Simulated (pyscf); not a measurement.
This saddle point was located with ωB97X-D3(BJ)/def2-SVP in PySCF.

```xyz
7

O     -0.1945     0.4725     1.1093
Ti    -1.3225    -0.7159     0.4365
Cl    -0.2157    -2.2097    -0.6731
Cl    -2.7197     0.2810    -0.8837
Cl    -2.2931    -1.5496     2.1692
H      0.4976     1.0794    -0.0746
H      0.6065     1.1299    -0.8750
```
Charge 0, spin multiplicity 2.

Surface: doublet, charge 0. Lowest wavenumbers (cm⁻¹): 646i, 99, 118, 122, 135.

Which two sides does it connect, and which bonds change?

`[OH][Ti]([Cl])([Cl])[Cl]` + `[H]` [doublet] <-> `[O][Ti]([Cl])([Cl])[Cl]` [doublet] + `[H][H]`, a hydrogen abstraction read from left to right: H–O broken and H–H formed. At ωB97M-D3(BJ)/def2-TZVP it lies +21.4 kcal/mol from the left side and +1.6 kcal/mol from the right (each side as separated species at their lowest minima found). This is the saddle that the search found; another between the same sides may lie lower. The angle at the transferred H is 150°. Open-shell species with a d-block atom are single-reference here; other states, and whether the spin sits on metal or ligand, were not checked.
